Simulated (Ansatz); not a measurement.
**An input for SiO (SMILES O=[Si])**

The species is SiO (2 atoms), meant as a singlet with charge 0. As SMILES, `O=[Si]`. The shape is that of a PBE0-D4/def2-TZVP optimisation.

```xyz
2

O    -0.6407    0.2315   -0.3240
Si    0.6407   -0.2315    0.3240
```

Settings wanted:

| Setting | Value |
| --- | --- |
| basis set | cc-pVDZ |
| task | energy |
| method | CCSD(T) |
| reference | RHF |
| relativity | none |
| accuracy | medium |
| frozen core orbitals | 6 |

Write the Ansatz 0.2.0 input and the command.

One that was run (others would do as well):

input.yaml:
```yaml
crystal:
  periodic: [false, false, false]
  atoms:
    - {symbol: O, position_ang: [-0.640700, 0.231500, -0.324000]}
    - {symbol: Si, position_ang: [0.640700, -0.231500, 0.324000]}
basis:
  gaussian:
    orbitals: cc-pVDZ
correlation:
  method: ccsd_t
```

```bash
$ ansatz run input.yaml --threads 1 --pin off --max-ram 2610MiB --events-out events.jsonl --progress --plain --runs-dir runs
```

Calculated total energy: -364.08010 Eh. The T1 diagnostic is large.
